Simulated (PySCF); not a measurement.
Compound: C₃H₃F.
Numbering: `[CH:1]#[C:2][CH2:3][F:4]` (hydrogens: H5 on C1; H6, H7 on C3)

Vertical excitations from PySCF (density fitting, frozen core in the response, grid level 2 and gas phase unless stated; continuum runs use non-equilibrium linear response for the excitations) on a GFN2-xTB geometry. Reference run:

| settings | S1, eV (f) | S2, eV (f) | S3, eV (f) | S4, eV (f) | S5, eV (f) | S6, eV (f) | T1, eV (Tamm–Dancoff) | mean α (au) |
| --- | --- | --- | --- | --- | --- | --- | --- | --- |
| B3LYP/def2-SVPD, full TDDFT, 8 singlets | 6.10 (0.000) | 6.73 (0.006) | 7.17 (0.000) | 7.55 (0.016) | 7.91 (0.063) | 8.36 (0.024) | 5.33 | 36.1 |

Q: What do these settings give: BP86/def2-SVPD, energy threshold 1e-08 Eh, level shift 0.2 Eh, full TDDFT, 3 singlets?

A: 
| settings | S1, eV (f) | S2, eV (f) | S3, eV (f) | S4, eV (f) | S5, eV (f) | S6, eV (f) | T1, eV (Tamm–Dancoff) | mean α (au) |
| --- | --- | --- | --- | --- | --- | --- | --- | --- |
| BP86/def2-SVPD, energy threshold 1e-08 Eh, level shift 0.2 Eh, full TDDFT, 3 singlets | 6.03 (0.000) | 6.72 (0.008) | 7.26 (0.000) | – | – | – | 5.30 | 37.2 |

S1 moves by -0.07 eV (BP86 has no exact exchange, B3LYP 20 % exact exchange). States are counted by energy in each run and needn't keep their character from row to row.

Q: Which orbital pairs make up S1 in each run, and how does it sit against the orbital gap?

A: 
```
                                                                             settings  S1 configurations (weight)  S1 (eV)  orbital gap (eV)  S1 − gap (eV)
                                              B3LYP/def2-SVPD, full TDDFT, 8 singlets                    H→L 0.96     6.10              7.74          -1.64
BP86/def2-SVPD, energy threshold 1e-08 Eh, level shift 0.2 Eh, full TDDFT, 3 singlets                    H→L 1.00     6.03              5.96          +0.07
```

